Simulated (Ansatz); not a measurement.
Predict the output of the script below (Ansatz's Python interface).

`c5h6o.py`:
```python
"""Dispersion corrections for C5H6O."""

import warnings

import ansatz as az

BASIS = "def2-SVP"

warnings.simplefilter("ignore", az.DeckWarning)

geometry_ang = [
    ("C", (2.6189, -0.4359, 0.0484)),
    ("C", (1.2261, 0.0016, 0.1393)),
    ("C", (0.0848, 0.3699, 0.2193)),
    ("C", (-1.2885, 0.8148, 0.3166)),
    ("C", (-2.3197, -0.0785, -0.3063)),
    ("O", (-1.551, 1.8674, 0.884)),
    ("H", (3.0891, -0.4452, 1.0363)),
    ("H", (3.1959, 0.234, -0.5961)),
    ("H", (2.683, -1.4458, -0.3677)),
    ("H", (-3.3127, 0.3594, -0.1701)),
    ("H", (-2.1254, -0.1811, -1.3774)),
    ("H", (-2.3005, -1.0607, 0.1736)),
]
mol = az.Crystal.molecule()
for symbol, xyz in geometry_ang:
    mol = mol.atom(symbol, xyz)

calculation = mol.calculation().basis(gaussian=BASIS)
for name in ["pbe", "blyp"]:
    for correction in ("d3bj", "d4"):
        data = calculation.functional(name, dispersion=correction).run(threads=1, backend="cpu").report
        print(f"{name:8s} {correction:5s} total {data['free_energy_ev']:.5f} eV, of which dispersion {1000 * data['dispersion']['energy']['ev']:.2f} meV")
```

Output of `python c5h6o.py`:
```text
pbe      d3bj  total -7313.69843 eV, of which dispersion -220.61 meV
pbe      d4    total -7313.68645 eV, of which dispersion -208.63 meV
blyp     d3bj  total -7320.25601 eV, of which dispersion -460.50 meV
blyp     d4    total -7320.26098 eV, of which dispersion -465.47 meV
```

What to keep in mind:
- Total energies depend on the basis set; only differences at equal settings carry meaning.
- The geometry is a force-field or estimated start, not a minimum of this method, and the basis set is short of its limit. D4 holds the three-body term, and d3bj doesn't.
- Run time: 21 s on 1 thread of Arm Neoverse N1, with other jobs on the host, peak memory 0.2 GiB.
